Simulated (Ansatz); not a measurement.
# BClFH: the cost of one run

All numbers below are computed with Ansatz 0.2.0 (RHF/6-31G*).

## 1. Starting point

Bond lengths: B1–Cl2 1.860 Å, B1–H3 1.190 Å, B1–F4 1.320 Å. Angles: Cl2–B1–H3 120.0°, Cl2–B1–F4 120.0°, H3–B1–F4 120.0°.

As a file:

```xyz
4

B     0.0000    0.0000    0.0000
Cl    0.0000    0.0000    1.8600
H     1.0305    0.0000   -0.5950
F    -1.1431    0.0000   -0.6600
```

## 2. Relaxing the start

Input file input.yaml:

```yaml
crystal:
  periodic: [false, false, false]
  atoms:
    - { symbol: B, position_ang: [0.0, 0.0, 0.0] }
    - { symbol: Cl, position_ang: [0.0, 0.0, 1.86] }
    - { symbol: H, position_ang: [1.0305, 0.0, -0.595] }
    - { symbol: F, position_ang: [-1.1431, 0.0, -0.66] }
basis:
  gaussian: { orbitals: "6-31G*" }
hamiltonian:
  xc: hf
relax:
  f_tol: 0.02
  max_steps: 40
output:
  orbitals: {}
```

Launch:

```console
$ ansatz run input.yaml --threads 1 --pin off --max-ram 2048MiB --backend cpu --events-out ev --progress --plain --runs-dir out
```

What time and memory should one allow on 1 thread of AMD EPYC 9R45 (Zen 5), shared host?

About 1.4 s, with a peak of 0.13 GiB.
